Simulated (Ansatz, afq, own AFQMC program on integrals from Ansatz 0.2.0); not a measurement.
## Where AFQMC and coupled cluster stand for AlH, triplet

```yaml
atoms:
  - { symbol: Al, position_ang: [0.0000, 0.0000, 0.0000] }
  - { symbol: H, position_ang: [0.0000, 0.0000, 1.6045] }
```

Basis cc-pVQZ. Only valence electrons are correlated. Ansatz 0.2.0 and our own AFQMC program on the same integrals; the CISD trial comes from CCSD amplitudes, and released means the phaseless constraint is let go. Free projection: walkers drawn from exp(T), propagated without any constraint. Its projection time is finite, and what remains of the start isn't in its error. Uncertainties: one standard error, sampling alone.

Determinant: UHF, the one that the program's search chose, which needn't be the lowest solution. The geometry is a PBE0/def2-TZVP stationary point of this or a neighbouring charge and spin state.

Full CI is exact in this basis; its frozen core comes from its own orbitals, which moves totals by up to a few meV.

Cautions: lower spins were not checked; full CI with its own frozen core.

The T1 diagnostic is 0.0284 and the weight of the determinant in the CISD state is 0.945. The ⟨S²⟩ of the determinant is 2.008 and the size of the correlated space is 4 electrons in 84 orbitals.

Reference: full CI, correlation energy -1.641 eV. The released energy is read at 1.50 1/Eh (meV from the phaseless value at times in 1/Eh: -3.4 ± 1.4 at 0.24, -5.0 ± 1.3 at 0.50, -6 ± 3 at 1.00, -6.1 ± 1.4 at 1.50).

```csv
level,E − E(reference) (meV),share of correlation (%)
HF,1640.7,0.00
MP2,427.9,73.92
CCSD,59.0,96.40
CCSD(T),15.3,99.07
CCSDT,-0.2,100.01
CCSDT(Q),-1.0,100.06
ph-AFQMC/HF,16.6 ± 16.3,98.99
ph-AFQMC/CISD,9.4 ± 1.2,99.43
released AFQMC,3.3 ± 1.4,99.80
free AFQMC,-0.3 ± 1.0,100.02
```

CCSDT and higher add their correlation energy to the determinant of the CCSD(T) run, since their own runs factorise the integrals more tightly (a shift of under 2 meV). Free projections are given only where their last times agree within the noise and don't stop above the reference; a slow remainder of the start can still hide under it. A walk keeps the symmetry of its determinant, which the program's search chose and which needn't be the lowest solution, so a lower state of the same spin and another symmetry isn't excluded. Released energies are given only where the last usable release times agree within the noise; a slower fall can still hide under it.
